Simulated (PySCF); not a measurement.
Species: C3H3FO.
Cartesian coordinates in Å at the PBE0-D3(BJ)/def2-SVP level; atoms count from 1:
```
atom  x, y, z in Å
C1     0.9872    0.7719   -0.0772
C2     0.1410   -0.1013    0.4733
C3    -0.9898   -0.6348   -0.3103
O4    -1.2779   -0.3954   -1.4357
F5    -1.7252   -1.4821    0.4223
H6     0.8450    1.0942   -1.1130
H7     1.8321    1.1794    0.4828
H8     0.2444   -0.4508    1.5032
```

The calculation used TDDFT wB97X-D/def2-SVPD, vertical, gas phase, core orbitals frozen in the response in PySCF 2.14.0, density-fitted response routines.

Frontier orbitals with the atoms that hold most of them (Löwdin shares over 4%, at most four atoms; ? is withheld):

```csv
orbital,ε (eV),atoms
HOMO-3,-13.26,"C1 23%, F5 19%, O4 13%, C2 13%"
HOMO-2,-13.16,"O4 41%, F5 34%, C3 17%, C2 5%"
HOMO-1,-11.12,?
HOMO,-10.78,"C2 37%, C1 35%, O4 13%, C3 7%"
LUMO,?,?
LUMO+1,2.35,"C1 32%, C2 18%, C3 16%, H7 11%"
LUMO+2,2.94,"C3 22%, H7 16%, F5 16%, C1 15%"
```

Task: Which atoms hold the LUMO, and with what shares?

Result: C1 (bonded to C and 2 H) 30%; C2 (bonded to 2 C and H) 20%; C3 (bonded to C, F and O) 19%; O4 (bonded to C) 15%. By element: carbon 70%, oxygen 15%.

Task: Which atoms hold the HOMO-1, and with what shares?

Result: O4 (bonded to C) 68%; C3 (bonded to C, F and O) 10%; F5 (bonded to C) 9%; C2 (bonded to 2 C and H) 9%. By element: oxygen 68%, carbon 18% or more, fluorine 9%.

Task: What is the LUMO energy, and the HOMO–LUMO gap?

Result: ε(LUMO) = -0.33 eV; the gap is 10.45 eV (0.3840 hartree).

Task: The HOMO–LUMO gap is 10.45 eV. Where does the response calculation put the lowest singlet, and from which orbitals?

Result: S1 is at 5.25 eV (f = 0.0001), 5.20 eV below the gap, made of HOMO-1→LUMO (94%). Its leading pair isn't HOMO and LUMO; the energies of that pair differ by 10.79 eV. 

Task: One configuration dominates each of S1, S2, S5 and S6. Which, and how do the shares of the two leading atoms of either orbital change from the occupied to the empty one?

Result: 
- S1 (5.25 eV, f 0.0001), HOMO-1→LUMO (94%): O4 68% → 15%, C3 10% → 19%, C1 at most 5% → 30%, C2 9% → 20%
- S2 (6.41 eV, f 0.302), HOMO→LUMO (97%): C2 37% → 20%, C1 35% → 30%
- S5 (8.40 eV, f 0.052), HOMO-2→LUMO (91%): O4 41% → 15%, F5 34% → at most 15%, C1 at most 4% → 30%, C2 5% → 20%
- S6 (8.60 eV, f 0.061), HOMO→LUMO+1 (92%): C2 37% → 18%, C1 35% → 32%

Löwdin shares depend on the basis, the more so with diffuse functions.

One conformer stands for the species.
